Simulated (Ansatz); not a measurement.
# BCF (singlet): geometry optimisation

Aim: relax a generated start of BCF (singlet) and see which bonds hold.

Computed with Ansatz 0.2.0, Gaussian basis. Level: RKS PBE0/def2-TZVP.

### 1 The starting structure

3 atoms, charge 0, spin multiplicity 1.

Atoms are counted from 1 here; the program's logs count them from 0.

Bond lengths: C1–B2 1.378 Å, B2–F3 1.294 Å. Angles: C1–B2–F3 137.8°.

Coordinates:

```xyz
3
charge 0, multiplicity 1
C    -1.46697   -0.11801   -0.00155
B    -0.17351    0.35692    0.00288
F     1.02615   -0.12850   -0.00066
```

The start was built by rule and, where that kept it together, relaxed with GFN2-xTB. Sticks and bond lists go by distance. 

### 2 The run

The input, in.yaml:

```yaml
crystal:
  periodic: [false, false, false]
  atoms:
    - {symbol: C, position_ang: [-1.466972, -0.118014, -0.001549]}
    - {symbol: B, position_ang: [-0.173513, 0.356919, 0.002884]}
    - {symbol: F, position_ang: [1.026149, -0.128496, -0.000662]}
basis:
  gaussian: {orbitals: def2-TZVP}
hamiltonian: {xc: pbe0}
relax: {f_tol: 0.004, max_steps: 80}
```

Command:

```
$ ansatz run in.yaml --threads 1 --pin off --events-out ev --progress --plain --max-ram 2176MiB
```

Q: Predict the outcome of this session. Wanted: energy gained; shift from the start; total energy; dipole moment.

**Answer**, as computed:

| quantity | value |
| --- | --- |
| steps | 7 |
| energy gained | 0.461 eV |
| shift from the start (rms) | 0.250 Å |
| total energy | -4421.2145 eV |
| dipole moment | 2.57 D |

In words: The bonds of the start are those of the end. C1–B2 went from 1.378 to 1.475 Å. No vibrations were run, so this is a stationary point, not a proven minimum, and this spin need not be the ground state's.
